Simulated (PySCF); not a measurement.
Numbering as in the mapped SMILES `[CH3:1][O:2][CH2:3][CH2:4][O:5][CH3:6]`. Hydrogens are named by the atom that carries them.

GIAO PBE0/pcSseg-1 shifts (PySCF 2.14.0 with density-fitted response routines, gas phase, non-relativistic, equivalent atoms averaged), each against references optimised in the same way as the molecule (TMS, H2O).

On the GFN2-xTB geometry: C3/C4 74.2, C1/C6 61.4, O2/O5 15.3, H(C3)/H(C4) 3.65, H(C1)/H(C6) 3.52 ppm.

What changes on the PBE0-D3(BJ)/def2-SVP geometry?

Answers


```csv
atoms,δ (ppm),change
C3/C4,73.2,-1.0
C1/C6,59.6,-1.8
O2/O5,12.7,-2.6
H(C3)/H(C4),3.20,-0.45
H(C1)/H(C6),3.32,-0.20
```

Bonds between heavy atoms that differ most (equivalent bonds averaged): C3–C4 1.533 → 1.511 Å, C1–O2 1.406 → 1.392 Å, O2–C3 1.406 → 1.394 Å. Mean change of bonds to hydrogen: C–H +0.011 Å. The two structures also differ in conformation, which adds to the changes.
